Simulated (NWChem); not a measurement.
**Correlation energy of Na2**

SMILES: [Na][Na]
```xyz
2

Na     0.0000     0.0000     1.5547
Na     0.0000     0.0000    -1.5547
```
Charge 0, spin multiplicity 1.

Program: NWChem. All single points use one geometry, from PBE/def2-SVP, a minimum by its harmonic frequencies.

Basis set: cc-pVTZ. Each correlation energy counts from its own Hartree-Fock reference.

| method | correlation energy (mHa) | difference from CCSD(T) |
|---|---|---|
| CR-CCSD[T] | -54.0 | 0.0 |
| SCS-MP2 | -47.2 | +6.9 |
| MP2 | -43.7 | +10.4 |
| CR-CCSD(T) | -54.0 | +0.1 |
| CCSD+T(CCSD) | -54.1 | 0.0 |
| CCSD | -53.1 | +1.0 |
| CCSD(T) | -54.1 | 0.0 |

The values span 10.4 mHa, from CCSD+T(CCSD) (lowest) to MP2 (highest). 

The correlated methods keep 2 core orbitals frozen. The structure started from a generated list of species. Differences from the coupled-cluster row are differences between methods, not errors against experiment.
